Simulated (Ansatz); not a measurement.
# C4H7NS: the cost of one run

The runs use Ansatz 0.2.0, Gaussian basis; functionals in def2-TZVPP, the program's frozen cores in correlated methods.

The runs, in order: PBE-D4, r2SCAN-D4, PBE0-D4, B3LYP-D4, ωB97X-V, ωB97M-V, B2PLYP; CCSD(T)/def2-TZVPP; MP2/def2-QZVPP; extrapolation to the limit.

## 1. The geometry

An earlier PBE0-D4 in a triple-zeta def2 set relaxation fixed the geometry.

SMILES `C#CC(C)(N)S`, 13 atoms, charge 0, spin multiplicity 1.

Atoms are counted from 1 here; the program's logs count them from 0.

Bond lengths: C1–C2 1.201 Å, C1–H7 1.064 Å, C2–C3 1.466 Å, C3–C4 1.523 Å, C3–N5 1.454 Å, C3–S6 1.837 Å, C4–H8 1.094 Å, C4–H9 1.091 Å, C4–H10 1.089 Å, N5–H11 1.013 Å, N5–H12 1.015 Å, S6–H13 1.344 Å. Angles: C2–C1–H7 179.6°, C1–C2–C3 178.1°, C2–C3–C4 110.2°, C2–C3–N5 113.4°, C2–C3–S6 104.9°, C4–C3–N5 108.9°, C4–C3–S6 111.2°, N5–C3–S6 108.2°, C3–C4–H8 109.8°, C3–C4–H9 109.3°, C3–C4–H10 110.7°, H8–C4–H9 108.8°, H8–C4–H10 108.6°, H9–C4–H10 109.6°, C3–N5–H11 109.7°, C3–N5–H12 109.4°, H11–N5–H12 107.7°, C3–S6–H13 94.2°.

## 2. PBE-D4 (GGA)

Contents of in.yaml:

```yaml
crystal:
  periodic: [false, false, false]
  atoms:
    - {symbol: C, position_ang: [0.411177, -0.675870, -2.392125]}
    - {symbol: C, position_ang: [0.225466, -0.245433, -1.286912]}
    - {symbol: C, position_ang: [-0.043231, 0.253822, 0.065481]}
    - {symbol: C, position_ang: [0.723298, -0.570678, 1.091785]}
    - {symbol: N, position_ang: [-1.455038, 0.246927, 0.413563]}
    - {symbol: S, position_ang: [0.536524, 1.996891, 0.048407]}
    - {symbol: H, position_ang: [0.579047, -1.051635, -3.373718]}
    - {symbol: H, position_ang: [0.376552, -1.607846, 1.067455]}
    - {symbol: H, position_ang: [0.544660, -0.164063, 2.087818]}
    - {symbol: H, position_ang: [1.790552, -0.555435, 0.877093]}
    - {symbol: H, position_ang: [-1.976706, 0.790719, -0.263803]}
    - {symbol: H, position_ang: [-1.806548, -0.704946, 0.380857]}
    - {symbol: H, position_ang: [0.114748, 2.252844, 1.298900]}
basis:
  gaussian: {orbitals: def2-TZVPP}
hamiltonian: {xc: pbe, dispersion: d4}
output: {forces: true, orbitals: {seedname: orbitals}}
```

Started as:

```
ansatz run in.yaml --threads 4 --pin off --events-out ev --progress --plain --max-ram 10444MiB
```

Q: Estimate wall time and peak memory on 4 threads of AMD EPYC 7B13, shared host.

About 3.3 s, with a peak of 0.46 GiB.
